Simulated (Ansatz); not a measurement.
System: Ga₂O₃ (C2/m, No. 12). Method: LDA (Ansatz, a program for electronic structure, PAW).

Settings: plane-wave cutoff 500 eV, 10×10×6 k mesh (along the axes of the cell as run), gaussian smearing 0.02 eV, scalar-relativistic PAW data made under PBE.

Cell (relaxed at this level):

Ga2O3 is modelled in the monoclinic space group C2/m (No. 12), Pearson symbol mS20. Cell: a = 12.1355 Å, b = 3.0157 Å, c = 5.7509 Å, α = γ = 90.00°, β = 103.74°. Ga1 on 4i is surrounded by 4 O at 1.820–1.852 Å (tetrahedral). Ga2 on 4i is coordinated by 6 O at 1.919–2.054 Å (octahedral). O1 on 4i has 1 Ga at 1.820 Å and 2 Ga at 1.928 Å. O2 on 4i sees 1 Ga at 1.852 Å and 3 Ga at 1.994–2.054 Å. O3 on 4i is surrounded by 2 Ga at 1.825 Å and 1 Ga at 1.919 Å (trigonal planar). (Neighbours: up to the widest gap in distance over summed covalent radii, below 1.35, at either atom; cation-cation and far metal-metal contacts left out.)
(The calculation used a cell of 10 atoms; values per cell refer to that cell.)

Problem. What does this level give for the band gap?

Solution. 
band gap: 2.50 eV (on the SCF k mesh)

Measured, for comparison: band gap 4.85 ± 0.1 eV (room temperature, not corrected to a static lattice, ARPES, indirect, as cited; as tabulated in Mengle et al. (2016), arXiv:1902.02681).

Note: the relaxation could not lower the start's symmetry, so the cell can be a saddle point above a distorted one.

Spin–orbit coupling is not included.

The computed numbers hold no vibrational or temperature effects.

Cost on a shared machine: about 10 core-minutes (a rough figure).
